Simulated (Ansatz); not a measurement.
1T (CdI2-type) PtS₂: LDA at its full settings (plane-wave cutoff 520 eV, 12×12×8 k mesh (along the axes of the cell as run), Fermi–Dirac smearing 0.01 eV, scalar-relativistic PAW data made under PBE) and at cheaper ones, in a cell of 3 atoms with Γ-centred meshes.

```json
[
 {"level and setting": "LDA (Ansatz)", "equilibrium lattice constant a (Å)": "3.562", "c axis length (Å)": "4.534", "bulk modulus (GPa)": "49.2"},
 {"level and setting": "LDA (Γ point alone) (Ansatz)", "equilibrium lattice constant a (Å)": "3.347", "c axis length (Å)": "12.363", "bulk modulus (GPa)": "0.15"},
 {"level and setting": "LDA (2×2×2 k mesh) (Ansatz)", "equilibrium lattice constant a (Å)": "3.524", "c axis length (Å)": "5.794", "bulk modulus (GPa)": "10.7"},
 {"level and setting": "LDA (4×4×4 k mesh) (Ansatz)", "equilibrium lattice constant a (Å)": "3.567", "c axis length (Å)": "4.563", "bulk modulus (GPa)": "61.5"}
]
```

Largest shifts from the full settings: lattice constant a -6.04 % (LDA (Γ point alone)), against a difference of +0.56 % of the full result from the reference 3.542 Å (measured, temperature not stated, no zero-point or thermal correction; as tabulated in Björkman (2014), arXiv:1406.2436); lattice parameter c +173 % (LDA (Γ point alone)), against a difference of -9.97 % of the full result from the reference 5.036 Å (measured, temperature not stated, zero-point anharmonic expansion removed (computed with revB86b-DF2); no thermal correction; as tabulated in Björkman (2014), arXiv:1406.2436); bulk modulus -100 % (LDA (Γ point alone)).

The full settings aren't shown to be converged themselves.

Caveats: LDA has no dispersion term either, though it tends to give short spacings of layers, chains or molecules (LDA, LDA (Γ point alone), LDA (2×2×2 k mesh), LDA (4×4×4 k mesh)); for a layered or molecular solid the relaxed cell lies over 5 % above the published volume, where the minimum can be shallow (LDA (Γ point alone), LDA (2×2×2 k mesh)). Ansatz's density-functional and Hartree–Fock values are scalar-relativistic unless marked +SOC, with PAW data made under PBE.

Run with cheap settings on purpose, which may leave them unconverged: LDA (2×2×2 k mesh), LDA (4×4×4 k mesh), LDA (Γ point alone).

Ansatz is a first-principles code.
